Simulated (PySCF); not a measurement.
**Atomic charges by several schemes**

Compound: SiCl₂ (singlet state).
Geometry (PBE0-D3(BJ)/def2-TZVP, Å), atoms numbered from 1 in this order:
```xyz
3
SiCl2 angstrom
Cl    -1.5423   -0.6890   -0.1163
Si     0.0387    0.6582   -0.1401
Cl     1.6717   -0.6260   -0.1405
```

Density: PBE0/pcSseg-2 (PySCF); schemes: Mulliken, IAO, Hirshfeld and ESP-fitted. Isolated species at its PBE0-D3(BJ)/def2-TZVP geometry, gas phase.

Problem. Which atoms carry the highest charge in the Mulliken, IAO, Hirshfeld and ESP-fitted schemes?

Solution. All schemes agree: Mulliken Si2 (+0.547); IAO Si2 (+0.551); Hirshfeld Si2 (+0.278); ESP-fitted Si2 (+0.197).

Problem. At which atom do the 4 schemes differ most?

Solution. At Si2: from +0.197 (ESP-fitted) to +0.551 e (IAO), 0.354 e apart.

Problem. For which atoms does the sign change between the 4 schemes (beyond +0.03 e in one, beyond −0.03 e in another)?

Solution. For none.

Problem. Give the atomic charges in each scheme.

Solution. In e:

| atom | environment | Mulliken | IAO | Hirshfeld | ESP-fitted |
| --- | --- | --- | --- | --- | --- |
| Cl1 | silicon-bound chlorine | -0.273 | -0.276 | -0.139 | -0.098 |
| Si2 | silicon bonded to 2 Cl | +0.547 | +0.551 | +0.278 | +0.197 |
| Cl3 | silicon-bound chlorine | -0.273 | -0.276 | -0.139 | -0.099 |

Mean size of the charges over all atoms: IAO 0.368 e, Mulliken 0.364 e, Hirshfeld 0.186 e, ESP-fitted 0.131 e. Each set sums to the total charge, 0, to within 0.001 e. The IAO scheme projects the occupied orbitals on a minimal set of polarised atomic orbitals and counts the electrons in each atom's part of it. The Hirshfeld scheme weights the molecular density at each point by an atom's share of the summed free-atom densities.

Problem. Sum the charges by element, for elements with more than one atom.

Solution. 
```tsv
element	atoms	Mulliken	IAO	Hirshfeld	ESP-fitted
Cl	2	-0.547	-0.551	-0.278	-0.197
```

Problem. How many electrons does the Hirshfeld scheme count on Si2?

Solution. Z − q = 14 − (+0.278) = 13.722.
